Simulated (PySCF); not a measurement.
# Bond curve of NaC

Set-up: basis Na x2c-TZVPPall, C x2c-TZVPPall; spin-free X2C with a Gaussian nucleus; PySCF 2.14. Energies in eV from Na + C in their ground configurations at the same level. State: ⁴Σ⁻ (quartet), unpaired electrons σ ↑, π ↑↑.

```json
{"R (Å)": "1.919", "PBE": "-1.716", "B97-3": "-1.567", "TPSSh": "-1.687"}
{"R (Å)": "2.009", "PBE": "-1.941", "B97-3": "-1.797", "TPSSh": "-1.916"}
{"R (Å)": "2.098", "PBE": "-2.069", "B97-3": "-1.924", "TPSSh": "-2.045"}
{"R (Å)": "2.165", "PBE": "-2.117", "B97-3": "-1.969", "TPSSh": "-2.093"}
{"R (Å)": "2.232", "PBE": "-2.135", "B97-3": "-1.982", "TPSSh": "-2.110"}
{"R (Å)": "2.299", "PBE": "-2.130", "B97-3": "-1.970", "TPSSh": "-2.101"}
{"R (Å)": "2.388", "PBE": "-2.095", "B97-3": "-1.925", "TPSSh": "-2.062"}
{"R (Å)": "2.500", "PBE": "-2.023", "B97-3": "-1.837", "TPSSh": "-1.982"}
{"R (Å)": "2.634", "PBE": "-1.909", "B97-3": "-1.701", "TPSSh": "-1.858"}
{"R (Å)": "2.812", "PBE": "-1.739", "B97-3": "-1.499", "TPSSh": "-1.673"}
```

Question: Put a parabola through the three lowest points of the PBE curve and estimate Re, k and ωe (reduced mass 7.885 u; 1 eV/Å² = 0.16022 mdyn/Å; ωe = 1302.8·√(k/μ) cm⁻¹).

Answer: Through R = 2.165, 2.232, 2.299 Å the second-order coefficient is 2.56 eV/Å², so Re ≈ 2.251 Å, k ≈ 0.821 mdyn/Å and ωe ≈ 420 cm⁻¹. A polynomial fit of higher order to the unrounded PBE energies gives Re = 2.247 Å, k = 0.783 mdyn/Å, ωe = 411 cm⁻¹; anharmonicity and rounding make the difference.

The higher-order fit for each curve: PBE: Re = 2.247 Å, ωe = 411 cm⁻¹, De = 2.14 eV; B97-3: Re = 2.231 Å, ωe = 439 cm⁻¹, De = 1.98 eV; TPSSh: Re = 2.240 Å, ωe = 425 cm⁻¹, De = 2.11 eV.

The state was picked by a PBE0 search and need not be the measured ground state.
